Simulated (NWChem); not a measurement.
System: P cation, triplet

The following NWChem deck was run.

```
start job
memory heap 200 mb stack 900 mb global 1100 mb
charge 1
geometry units angstroms noautoz
  P      0.000000     0.000000     0.000000
end
basis spherical
  * library def2-tzvp
end
dft
  odft
  mult 3
  xc bhlyp
  iterations 150
  mulliken
end
task dft energy
```

The open p shell is one determinant without spherical averaging. No stability test was run on the SCF state.

Task: What results follow from this input? (BHandHLYP/def2-TZVP, spin-unrestricted.) Quantities: energy (Ha); highest occupied level (eV); lowest empty minus highest occupied level, either spin (eV); <S²>.

Result: 
| Property | Value |
|---|---|
| energy (Ha) | -340.89 |
| highest occupied level (eV) | -17.40 |
| lowest empty minus highest occupied level, either spin (eV) | 5.31 |
| <S²> | 2.01 |
